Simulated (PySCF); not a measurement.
Molecule: C3H8N, net charge 0, doublet state. It need not be the lowest isomer of its formula. 
Coordinates optimised at B3LYP-D3(BJ)/def2-TZVP (Ansatz):
SMILES: [CH2]N(C)C
```xyz
12

N      0.0005     0.0551     0.2183
C      0.0018     1.4267     0.0776
C      1.2189    -0.6517    -0.1159
C     -1.2208    -0.6490    -0.1109
H      0.9345     1.9380     0.2649
H     -0.9291     1.9401     0.2687
H      1.3617    -0.7396    -1.2032
H      1.1929    -1.6551     0.3115
H      2.0748    -0.1202     0.2993
H     -1.3683    -0.7365    -1.1976
H     -2.0739    -0.1156     0.3078
H     -1.1953    -1.6525     0.3164
```
Charge 0, spin multiplicity 2.

Dispersion corrections to the total energy (kcal/mol) from the dftd3 and dftd4 libraries through PySCF: D3(BJ) without and D4 with the three-body term, each with the damping fitted for the functional named.

```json
[
 {"functional": "B2GP-PLYP", "D3(BJ)": "(withheld)", "D4": "-1.82"},
 {"functional": "TPSSh", "D3(BJ)": "-5.40", "D4": "-5.46"},
 {"functional": "PBE0", "D3(BJ)": "(withheld)", "D4": "-3.68"},
 {"functional": "revPBE", "D3(BJ)": "(withheld)", "D4": "-16.37"},
 {"functional": "PW6B95", "D3(BJ)": "-2.10", "D4": "-3.79"},
 {"functional": "BP86", "D3(BJ)": "-7.03", "D4": "-5.65"},
 {"functional": "PBE", "D3(BJ)": "-4.86", "D4": "-4.44"}
]
```

**Question.** Fill in the missing entries.

**Answer.** 
- B2GP-PLYP, D3(BJ): -2.42
- PBE0, D3(BJ): -4.05
- revPBE, D3(BJ): -12.79
